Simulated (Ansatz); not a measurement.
Results of PBEsol (Ansatz, a first-principles code, PAW) for hcp Ti.

Settings: plane-wave cutoff 520 eV, 18×18×8 k mesh (along the axes of the cell as run), Fermi–Dirac smearing 0.1 eV, perturbation theory, no spin polarisation, scalar-relativistic PAW data made under PBE.

The cell has the measured lattice parameters. Conventional cell: a = 2.9505 Å, b = 2.9505 Å, c = 4.6833 Å, α = 90.00°, β = 90.00°, γ = 120.00°.

Harmonic phonon frequencies (cm⁻¹; i marks an imaginary mode):

| q point | frequencies |
|---|---|
| Γ | 0 0 0 120 120 165 |
| M | (withheld) |
| K | 161 161 178 178 209 262 |

Q: Complete the blanks.

A: 
- M, frequencies: 98 105 197 210 217 226

No imaginary mode appears at these points.

Note: the cell isn't this level's own, so it is under some stress, which shifts stiffness and frequencies.
